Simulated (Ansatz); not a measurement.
Input for Ansatz (development build ahead of 0.2.0):

```yaml
crystal:
  periodic: [false, false, false]
  atoms:
    - { symbol: C, position_ang: [0.00232, -0.00864, 0.00446] }
    - { symbol: F, position_ang: [0.76456, 0.75153, 0.76281] }
    - { symbol: F, position_ang: [0.76251, -0.76134, -0.7502] }
    - { symbol: F, position_ang: [-0.75236, 0.75378, -0.75592] }
    - { symbol: F, position_ang: [-0.7511, -0.76436, 0.75735] }
basis:
  gaussian: { orbitals: STO-3G }
hamiltonian:
  xc: hf
correlation:
  method: mp2
  frozen_orbitals: { C: 1, F: 1 }
```

The input is written out in the form of the current development build from the run's settings.

Results

- Converged: yes
- Reference energy: -429.56548 hartree
- Correlation energy: -0.10763 hartree
- Total energy: -429.67311 hartree
- Spin squared of the determinant: 0.000
